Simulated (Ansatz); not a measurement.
## Heating and cooling a random packing of Cu$_{7}$Si$_{2}$Ni$_{4}$Pt$_{7}$

A packing of 20 atoms, thrown in at random and pushed apart as soft spheres with like charges further apart (7 Cu, 4 Ni, 7 Pt, 2 Si) went through Langevin stages in a fixed cell of 13.11 Å³/atom, at one k point, without spin and with a Fermi–Dirac width of kT (0.05 eV at least). These are results of DFT PBE, scalar-relativistic, plane waves, PAW in Ansatz, not measurements.

```json
{"thermostat (K)": "2470", "duration (fs)": "72", "friction (1/fs)": "0.030", "cutoff (eV)": "320", "mean T (K)": "2789", "mean P (GPa)": "17.1", "mean square displacement (Å²)": "0.15"}
{"thermostat (K)": "2470", "duration (fs)": "288", "friction (1/fs)": "0.030", "cutoff (eV)": "420", "mean T (K)": "2087", "mean P (GPa)": "20.0", "mean square displacement (Å²)": "0.23"}
{"thermostat (K)": "1780", "duration (fs)": "237", "friction (1/fs)": "0.030", "cutoff (eV)": "420", "mean T (K)": "1718", "mean P (GPa)": "18.4", "mean square displacement (Å²)": "0.15"}
{"thermostat (K)": "990", "duration (fs)": "279", "friction (1/fs)": "0.030", "cutoff (eV)": "420", "mean T (K)": "981", "mean P (GPa)": "11.7", "mean square displacement (Å²)": "0.10"}
{"thermostat (K)": "300", "duration (fs)": "372", "friction (1/fs)": "0.030", "cutoff (eV)": "420", "mean T (K)": "319", "mean P (GPa)": "7.2", "mean square displacement (Å²)": "0.06"}
```

Means run over the second half of a stage; pressure includes the kinetic part; displacements count from the stage's start, the atoms' common shift taken off. In so short a run the atoms moved about a bond length or less in the hot stages, so this is an annealed packing, not a quenched equilibrium liquid.

Cell and atoms were then relaxed on coarser meshes and computed once more: Cutoff 420 eV; k points 4×6×6 on the computed 20-atom cell (Γ-centred); Gaussian smearing, width 0.10 eV; no spin polarisation.

Problem. What structure is left?

Solution. One draw of many: 13.19 Å³/atom with no gap on the mesh, 0.19 eV/atom below the elements' standard states (static lattices, no corrections for gases) (a random packing after short dynamics, relaxed).

Counting as bonded all pairs within 1.2 times the summed covalent radii:

```csv
atom → neighbour,mean count,mean length (Å),spread (Å)
Cu → Cu,3.14,2.61,0.09
Cu → Ni,2.57,2.62,0.10
Cu → Pt,4.71,2.67,0.08
Cu → Si,1.57,2.72,0.11
Ni → Cu,4.50,2.62,0.10
Ni → Ni,2.00,2.64,0.06
Ni → Pt,4.50,2.66,0.07
Ni → Si,1.00,2.54,0.16
Pt → Cu,4.71,2.67,0.08
Pt → Ni,2.57,2.66,0.07
Pt → Pt,3.43,2.78,0.08
Pt → Si,1.29,2.57,0.12
Si → Cu,5.50,2.72,0.11
Si → Ni,2.00,2.54,0.16
Si → Pt,4.50,2.57,0.12
```

Angles between all pairs of such bonds at an atom (mean ± spread): 98 ± 36° at Cu, 98 ± 36° at Ni, 98 ± 35° at Pt, 98 ± 36° at Si.

```
Cu Pt Ni Si
1.0
     7.80741   -0.00452   -0.03059
     0.00134    5.86046    0.01122
    -0.00040    0.01182    5.76527
Cu Pt Ni Si
7 7 4 2
Direct
  0.67056 0.58192 0.65793
  0.65760 0.15864 0.47250
  0.91427 0.86314 0.58194
  0.15155 0.77125 0.26922
  0.17915 0.16117 0.47232
  0.68629 0.78222 0.27703
  0.16379 0.37017 0.07174
  0.91488 0.28000 0.72811
  0.92542 0.08207 0.17416
  0.41595 0.03419 0.17460
  0.41315 0.49879 0.34288
  0.17386 0.59440 0.68267
  0.67523 0.38683 0.06655
  0.41828 0.26674 0.76787
  0.16304 0.98105 0.87192
  0.42909 0.86827 0.59646
  0.67139 0.96544 0.87406
  0.92328 0.67650 0.97954
  0.42939 0.67637 0.95338
  0.91837 0.47175 0.35046
```

The final mesh leaves forces up to 0.25 eV/Å and stresses up to 0.7 GPa: the relaxation ran on a coarser mesh, so the cell's shape, its bonds and its energy belong partly to that mesh.

Spin-orbit coupling is left out, which matters for the bands of heavy elements. Spin polarisation was left out, and a magnetic state may lie lower.

Cost: 6 runs of about 73 core-minutes in all (earlier runs that led there not counted), on Arm Neoverse V1 (shared hosts).